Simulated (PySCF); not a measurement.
**How methods differ on the ionisation energy of Mg**

Mg [Ne] 3s2 (1S) → Mg⁺ [Ne] 3s1 (2S), as a difference of total energies. Computed with PySCF 2.14 in aug-cc-pCVDZ (6s5p3d, 36 functions), with no relativity, point nucleus. Correlated levels: nothing frozen. The calculations carry no spin-orbit coupling.

| method | ionisation energy (eV) |
| --- | --- |
| UHF | 6.619 |
| MP2 (all electrons) | 7.266 |
| SCS-MP2 (all electrons) | 7.370 |
| CCSD (all electrons) | 7.527 |
| CCSD(T) (all electrons) | 7.545 |

**Question.** How much does correlation contribute at CCSD(T) (all electrons)?

**Answer.** 7.545 − (6.619) = 0.926 eV, measured against UHF.

Errors of the correlated levels include the incompleteness of this basis.

For comparison: 7.646 eV (measured; NIST Atomic Spectra Database, ionization energies).
